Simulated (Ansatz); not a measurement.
Results of HSE06 in Ansatz (PAW) for Ga2S3 (Cc, No. 9).

Input file:

Ansatz 0.2 input:
```yaml
crystal:
  lattice:
    - [5.6263211659, -3.2291255844, -0.0012666866]
    - [5.6263211659, 3.2291255844, -0.0012666866]
    - [-3.6432356287, 0.0, 6.0471537828]
  atoms:
    - { symbol: Ga, position: [0.7305862374, 0.8632807726, 0.3805351339] }
    - { symbol: Ga, position: [0.8632807726, 0.7305862374, 0.8805351339] }
    - { symbol: Ga, position: [0.3583428781, 0.5534741529, 0.3707179751] }
    - { symbol: Ga, position: [0.5534741529, 0.3583428781, 0.8707179751] }
    - { symbol: S, position: [0.7470756501, 0.5728853921, 0.4974171205] }
    - { symbol: S, position: [0.5728853921, 0.7470756501, 0.9974171205] }
    - { symbol: S, position: [0.4142715865, 0.2400210779, 0.4879652554] }
    - { symbol: S, position: [0.2400210779, 0.4142715865, 0.9879652554] }
    - { symbol: S, position: [0.9098561986, 0.0882060538, 0.0143545151] }
    - { symbol: S, position: [0.0882060538, 0.9098561986, 0.5143545151] }
kpoints:
  mp_grid: { grid: [4, 4, 4] }
hamiltonian:
  xc: hse06
  pseudopotentials: { kind: paw }
  dispersion: none
scf:
  occupations: { method: gaussian, width: 0.02 }
output:
  forces: true
  stress: true
  eigenvalues: true
basis:
  ecutwfc: 500
  ecutrho_ratio: 4
  xc_grid: 2
magnetization:
  spin_polarized: false
```

Excerpt of the program's output:

```
WARN output.stress: scf.convergence.dr2_threshold = 1e-7 eV (the SCF's general default) is looser than the 1e-9 eV advised for a printed stress (1e-10 eV for …
WARN output.stress: scf.exx.energy_threshold = 1e-6 eV is looser than the 1e-7 eV advised for a stress under a hybrid functional (1e-8 eV for each atom of the …
Crystal: 10 atoms, lattice volume = 219.701 Å³
Basis set: ecut = 500 eV, 5563 PW (Γ), exchange–correlation on 96×96×108 points (8 copies of the dense FFT grid, shifted against one another)
Bands: 54, of which v1, the nominal top of the filled ones, is band 44 counted from 1 (43 counted from 0)
Symmetry: 2 space group operations
Space group: Cc (ITA 9), of the structure as read, at distance tolerance 6.0e-5 Å
k-points: 24 of 64 (time reversal used)
SCF iter   1: F=—  HF=-20551.093672 eV  |F-HF|=—  |Δ(HF+E_count)|=         —  Δρ=1.09e-3  dr2=2.55e-3
SCF iter   2: F=—  HF=-20551.093796 eV  |F-HF|=—  |Δ(HF+E_count)|=   1.24e-4  Δρ=4.84e-4  dr2=4.06e-4
  ...
Crystal: 10 atoms, lattice volume = 219.701 Å³
Initial density: handed on by an earlier stage of this run
Crystal: 10 atoms, lattice volume = 219.701 Å³
SCF iter   5: F=—  HF=-20556.800021 eV  |F-HF|=—  |Δ(HF+E_count)|=   5.67e-8  Δρ=1.69e-6  dr2=8.00e-9
SCF iter   6: F=-20556.800021 eV  HF=-20556.800021 eV  |F-HF|=1.46e-10  |Δ(HF+E_count)|=   2.38e-9  Δρ=2.69e-7  dr2=6.64e-10
SCF 3 converged in 6 iterations: F = -20556.800021 eV  dr2 = 6.64e-10
Free energy (F): -20556.800020 eV
Internal energy: -20556.800020 eV  (E = F + TS)
E sigma→0 (E₀):  -20556.800020 eV
Fermi energy:    6.178598 eV
--- Forces (eV/Å), atoms counted from 1 ---
  atom   1  Ga    -0.01299836     0.00599351     0.00347647
  atom   2  Ga    -0.01299836    -0.00599351     0.00347647
  atom   3  Ga    -0.00527013    -0.00970264    -0.00894139
  atom   4  Ga    -0.00527013     0.00970264    -0.00894139
  atom   5  S      0.00541854     0.01609570    -0.00087175
  atom   6  S      0.00541854    -0.01609570    -0.00087175
  atom   7  S      0.01529925    -0.01172116     0.01325883
  atom   8  S      0.01529925     0.01172116     0.01325883
  atom   9  S     -0.00248659     0.00055430    -0.00690965
  atom  10  S     -0.00248659    -0.00055430    -0.00690965
--- Stress (GPa, compression-positive) ---
        0.473793       0.000000       0.005910
        0.000000       0.476522      -0.000000
        0.005910      -0.000000       0.296618
  P = ⅓ Tr σ = 0.4156 GPa (4.156 kbar)
```

The PAW data were made under PBE.

Note: cell and atoms aren't relaxed at this level (pressure 0.4 GPa).

Cost on a shared machine: about 19 core-minutes (a rough figure).

Ansatz is an electronic-structure program.
